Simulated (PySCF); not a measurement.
Calculated properties of `N` (NH3)

NH3.
Hydrogens: H2, H3, H4 on N1.

**PBE0-D3(BJ)/def2-SVP geometry optimisation, gas phase (PySCF)**

* Point group: C3v
* Rotational constants A, B, C: 291.974, 291.965, 190.753 GHz

From B3LYP/pcSseg-1 ground state and GIAO shieldings, non-relativistic (PySCF):

- Dipole moment: 1.83 D
- HOMO energy: -7.18 eV
- LUMO energy: 1.09 eV
- HOMO–LUMO gap: 8.27 eV
- 1H chemical shifts (computed TMS as zero) by class: -0.34 (H2/H3/H4) ppm
- Isotropic shieldings of nuclei other than C and H, by class: 264 (N1) ppm

Monoisotopic mass (most abundant isotopes): 17.0265 u.

The rotational constants are those of an oblate symmetric top; the small spread among constants that symmetry makes equal is optimisation noise. In atomic units the dipole is 0.72 e·bohr (1 au = 2.5417 D). A dipole of 1.83 D is allowed in C3v, and pure rotational transitions are dipole-allowed. With B = h/(8π²I), that is 505.379 GHz u Å² over I, the principal moments of inertia are 1.73, 1.73 and 2.65 u Å² (most abundant isotopes); the inertial defect Ic − Ia − Ib is -0.8 u Å² (zero for a rigid planar frame, negative otherwise).

For the NMR shielding job (B3LYP/pcSseg-1), the run took under 1 s of CPU time (one thread, shared machine).
